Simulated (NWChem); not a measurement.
Species: dimethyl ether (C$_{2}$H$_{6}$O); SMILES COC

```xyz
9

C      1.1611     0.0000     0.1881
O      0.0000     0.0000    -0.5778
C     -1.1611     0.0000     0.1881
H      1.2330    -0.8952     0.8395
H      1.2330     0.8952     0.8395
H      2.0215     0.0000    -0.4963
H     -1.2330    -0.8952     0.8395
H     -2.0215     0.0000    -0.4963
H     -1.2330     0.8952     0.8395
```
Atoms are numbered in this order, from 1.

All runs use the structure optimised with PBE0/def2-SVP.

Symmetry labels are those of C2v in the frame above (b1 and b2, or b-type labels, depend on it).

Q: List the 4 lowest vertical singlet excitations from PBE/6-31G* (spherical d), TDA (NWChem).

A: 
```json
[
 {"state": "S1", "energy (eV)": "7.50", "oscillator strength": "0.053", "symmetry": "b2", "leading excitation (squared amplitude)": "HOMO → LUMO (0.99)"},
 {"state": "S2", "energy (eV)": "8.84", "oscillator strength": "0.005", "symmetry": "b2", "leading excitation (squared amplitude)": "HOMO → LUMO+1 (0.57)"},
 {"state": "S3", "energy (eV)": "8.97", "oscillator strength": "0.000", "symmetry": "a2", "leading excitation (squared amplitude)": "HOMO → LUMO+2 (0.99)"},
 {"state": "S4", "energy (eV)": "9.13", "oscillator strength": "0.052", "symmetry": "b2", "leading excitation (squared amplitude)": "HOMO → LUMO+3 (0.57)"}
]
```
